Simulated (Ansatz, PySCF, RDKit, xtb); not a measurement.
**CH4FSi−: a search for the lowest isomer**

Given the formula CH4FSi− (charge -1) and nothing else, which arrangement of the atoms is the most stable in the gas at 298.15 K, and what are its properties?

Plan: many cheap relaxations first (GFN2-xTB), then density-functional screening, relaxation at PBE0-D3(BJ)/def2-SVPD, vibrations and a final energy. The numbers are computed, not measured.

4 further runs of the same task are left out: 4 set aside as unsound or not needed.

## 1. Candidates

A program enumerates the bonding patterns with one Lewis structure each (two rings at most, one unusual centre or charged pair), with their diastereomers. O–O, O–halogen and N–halogen bonds and N–N–N chains are not drawn. That gives 4 candidates.

| label | SMILES | spin |
| --- | --- | --- |
| c082 | F[CH-][SiH3] | singlet |
| c278 | C[SiH-]F | singlet |
| c564 | FC[SiH2-] | singlet |
| c610 | [CH2-][SiH2]F | singlet |

Candidates are built by distance geometry, with a force field where one applies, in up to four conformers (letters a to d). 8 starts with atoms placed at random are added, to find patterns that the rules miss.

Q: Predict the outcome of this search (final energies at CCSD(T)/def2-SVPD + MP2/def2-TZVPPD - MP2/def2-SVPD).

| quantity | value |
| --- | --- |
| lowest structure found | C[SiH-]F, singlet, C1 |
| next finalist | [CH2-][SiH2]F, singlet, 1.5 kcal/mol higher in G |
| share at equilibrium, among the finalists | 92.6 % |
| harmonic wavenumbers, lowest and highest (PBE0-D3(BJ)/def2-SVPD) | 178 and 3090 cm⁻¹ |
| rotational constants, same geometry | 0.5698, 0.2312, 0.178 cm⁻¹ |
| HOMO energy (PBE0/def2-TZVPD) | 0.14 eV |
| LUMO energy (PBE0/def2-TZVPD) | 4.19 eV |
| HOMO–LUMO gap (to an unbound level, set by the basis) (PBE0/def2-TZVPD) | 4.05 eV |
| lowest excitation (TD-CAM-B3LYP/def2-SVPD) | 3.90 eV (f = 0.063) |
| strongest of the states computed, same level | 4.65 eV (f = 0.163) |
| lowest triplet excitation, same level, Tamm-Dancoff | 3.17 eV |
| vertical detachment energy | 1.80 eV |
| vertical triplet less singlet | +2.77 eV |

The search ends on `C[SiH-]F`. The margin, 1.5 kcal/mol, is modest. HF/STO-3G, r2SCAN-D4/def2-SVPD, PBE0-D3(BJ)/def2-SVPD, HF/def2-SVPD and MP2/def2-SVPD already put its bonding pattern lowest among the structures in one piece; GFN2-xTB favours the singlet [CH2-][SiH2]F (c610a, not a finalist). In an anion, excitations above the detachment energy lie in the continuum and hang on the basis, so they needn't be bound states. The search is not exhaustive (a finite list of starts, one conformer a finalist), so a lower isomer can't be ruled out. Patterns outside the rules of the enumeration were met only by chance.
